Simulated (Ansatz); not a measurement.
# NS (Mononitrogen monosulfide) at 6 levels

Aim: a comparison of 6 runs (UHF/STO-3G, U-revPBE/STO-3G, UBHLYP/STO-3G, UBLYP/STO-3G, RPA@PBE/STO-3G, UCCSDT/STO-3G) of NS (Mononitrogen monosulfide). 

The results are computed with Ansatz 0.2.0.

41 further runs of the same task are left out: 4 that didn't finish, 37 set aside as unsound or not needed.

### 1 The molecule

The species is NS (2 atoms), meant as a doublet with charge 0. As SMILES, `[N]=S`. The S2–N1 distance was set to 2.926 Å, away from the relaxed value.

### 2 The energy at UHF/STO-3G (run 1)

File job.yaml:

```yaml
basis:
  gaussian:
    orbitals: STO-3G
crystal:
  periodic: [false, false, false]
  atoms:
    - {symbol: N, position_ang: [0.000000, 0.000000, -1.463220]}
    - {symbol: S, position_ang: [0.000000, 0.000000, 1.463180]}
magnetization:
  spin_polarized: true
  initial_magnetization: 1
hamiltonian:
  xc: hf
accuracy: high
```

Command:

```bash
$ ansatz run job.yaml --threads 1 --pin off --max-ram 2610MiB --events-out events.jsonl --progress --plain --runs-dir runs
```

Output:

```text
Warning: RAYON_NUM_THREADS=1 ignored (pool sized by the plan → 1); use --threads N
Functional definition: HF
  name "HF"
  exchange = exact_x
  correlation = 0
208 factors; integrals over basis functions are off by at most 2.0e-8 eV
mean field evaluation 1: about -12126.1943 eV, gradient 3.6e1 eV
mean field evaluation 2: about -12126.1985 eV, gradient 3.6e1 eV
mean field evaluation 4: about -12110.6392 eV, gradient 1.6e1 eV
mean field evaluation 8: about -12149.3078 eV, gradient 1.2e1 eV
mean field evaluation 16: about -12152.4664 eV, gradient 1.8e-8 eV
mean field evaluation 32: about -12156.3336 eV, gradient 8.3e-3 eV
mean field evaluation 64: about -12159.4080 eV, gradient 1.3e-8 eV
mean field evaluation 96: about -12156.1540 eV, gradient 6.3e-1 eV
mean field evaluation 128: about -12155.3557 eV, gradient 1.0e1 eV
mean field -12159.40800252 eV, -446.8500021497 hartree, gradient 1.3e-8 eV, S^2 2.731431; 8 other end points of the search recorded, 0 dependent functions left out
reference -12159.40800252 eV, -446.8500021497 hartree; 12, 11 occupied and 2, 3 virtual orbitals, 208 factors
Total energy: -12159.40800252 eV, -446.8500021497 hartree
```

Wall time 0.28 s (1 thread of Intel Xeon Platinum 8375C at 2.90GHz (Ice Lake), shared host).

### 3 A single-point energy at U-revPBE/STO-3G (run 2)

File run.yaml:

```yaml
crystal:
  periodic: [false, false, false]
  atoms:
    - {symbol: N, position_ang: [0.000000, 0.000000, -1.463220]}
    - {symbol: S, position_ang: [0.000000, 0.000000, 1.463180]}
basis:
  gaussian: {orbitals: STO-3G}
magnetization: {spin_polarized: true, initial_magnetization: 1}
hamiltonian: {xc: {name: revPBE}}
accuracy: high
```

Command:

```bash
$ ansatz run run.yaml --threads 1 --pin off --max-ram 2610MiB --events-out events.jsonl --progress --plain --runs-dir runs
```

Output:

```text
Warning: RAYON_NUM_THREADS=1 ignored (pool sized by the plan → 1); use --threads N
Functional definition: revPBE
  name "revPBE"
  parameter kappa = 1.245
  parameter beta = 0.06672455060314922
  exchange = pbe_x(kappa = kappa, mu = beta*pi^2/3)
  correlation = pbe_c(beta = beta)
208 factors; integrals over basis functions are off by at most 2.0e-8 eV
mean field evaluation 1: about -12115.9386 eV, gradient 7.1e1 eV
mean field evaluation 2: about -12126.3439 eV, gradient 7.1e0 eV
mean field evaluation 4: about -12074.0798 eV, gradient 1.7e1 eV
mean field evaluation 8: about -12136.4581 eV, gradient 3.2e1 eV
mean field evaluation 16: about -12176.3153 eV, gradient 6.0e-3 eV
mean field evaluation 32: about -12176.4655 eV, gradient 4.2e-1 eV
mean field evaluation 64: about -12176.3331 eV, gradient 1.3e-1 eV
mean field -12176.46913436 eV, -447.4769871805 hartree, gradient 2.3e-8 eV, S^2 2.594135; 7 other end points of the search recorded, 0 dependent functions left out
reference -12176.46913600 eV, -447.4769872407 hartree; 12, 11 occupied and 2, 3 virtual orbitals, 208 factors
Total energy: -12176.46913600 eV, -447.4769872407 hartree
```

Run time: 2.6 s. Hardware: 1 thread of Intel Xeon Platinum 8375C at 2.90GHz (Ice Lake), shared host.

Runs 3 to 5 aren't shown in full; the table further down has their settings and results.

### 4 A single-point energy at UCCSDT/STO-3G (run 6)

File input.yaml:

```yaml
crystal:
  periodic: [false, false, false]
  atoms:
    - symbol: "N"
      position_ang: [0.000000, 0.000000, -1.463220]
    - symbol: S
      position_ang: [0.000000, 0.000000, 1.463180]
basis:
  gaussian: {orbitals: STO-3G}
magnetization: {spin_polarized: true, initial_magnetization: 1}
correlation: {method: ccsdt, frozen_orbitals: {"N": 1, S: 5}}
accuracy: high
scf: {omitted_lower_state_checks: [cluster_reference, increment]}
```

Command:

```bash
$ ansatz run input.yaml --threads 1 --pin off --max-ram 2610MiB --events-out events.jsonl --progress --plain --runs-dir runs
```

Output:

```text
Warning: RAYON_NUM_THREADS=1 ignored (pool sized by the plan → 1); use --threads N
[... 16 lines left out ...]
6 core orbitals not correlated: weight in the atoms' cores, before any rotation towards them, 1.000 or more for the frozen orbitals, at most 0.000 for the correlated occupied ones
[... 75 lines left out ...]
Total energy: -12159.44917103 eV, -446.8515150647 hartree
Checks for a lower state left out: cluster_reference, increment
```

Run time: 0.97 s. Hardware: 1 thread of Intel Xeon Platinum 8375C at 2.90GHz (Ice Lake), shared host.

### 5 The series

```
run            level  frozen core orbitals  energy (Eh)   ⟨S²⟩  wall time
  1       UHF/STO-3G                     –  -446.850002  2.731     0.28 s
  2  U-revPBE/STO-3G                     –  -447.476987  2.594      2.6 s
  3    UBHLYP/STO-3G                     –  -447.587206  2.704     0.94 s
  4     UBLYP/STO-3G                     –  -447.498815  2.554      2.6 s
  5   RPA@PBE/STO-3G                     6  -446.892298  2.585      3.6 s
  6    UCCSDT/STO-3G                     6  -446.851515  2.731     0.97 s
```

### 6 What came out

| quantity | value |
| --- | --- |
| run 6: total energy | -446.85152 Eh |
| run 6: correlation energy (6 core orbitals frozen) | -1.5 mEh |
| run 6: ⟨S²⟩ of the reference determinant | 2.731 |
| run 6: T1 diagnostic | 0.013 |

In words: Totals of different functionals can't be ranked against each other. In runs 1, 2, 3, 4, 5, 6 the basis is minimal, so the values are rough. Spin contamination of the reference: run 1 ⟨S²⟩ = 2.73, run 6 ⟨S²⟩ = 2.73, run 3 ⟨S²⟩ = 2.70, run 2 ⟨S²⟩ = 2.59, run 5 ⟨S²⟩ = 2.59, run 4 ⟨S²⟩ = 2.55. Where it is this large, the reference is a mixture of spin states, and values that rest on it are in doubt. All runs together took 11 s, the longest 3.6 s.
